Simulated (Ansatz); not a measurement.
How well does each level of theory give the equilibrium lattice constant a of chalcopyrite CdGeAs2?

Reference value: 5.943 Å (measured, 298 K, no zero-point or thermal correction; as tabulated in Abstract on Scilit: Piezoelectric nonlinear optic CuGaSe2 and CdGeAs2: Crystal …).

Put these levels in order of the equilibrium lattice constant a that they give for chalcopyrite CdGeAs2, smallest first: HSE06 (Ansatz, a program for electronic structure), LDA (Ansatz), rVV10 (Ansatz), r²SCAN+rVV10 (Ansatz).

LDA (5.874 Å), r²SCAN+rVV10 (5.958 Å), HSE06 (5.984 Å), rVV10 (6.082 Å)

Differences against the reference: LDA -1.16 %, rVV10 +2.34 %, r²SCAN+rVV10 +0.25 %, HSE06 +0.69 %.

The measured value isn't corrected to a static lattice, so vibrations enter the comparison. A static lattice is as a rule a little smaller than the measured one.  Cutoffs and k meshes differ between the levels. Ansatz's density-functional and Hartree–Fock values are scalar-relativistic unless marked +SOC, with PAW data made under PBE.

Differences are worked out from the printed values.
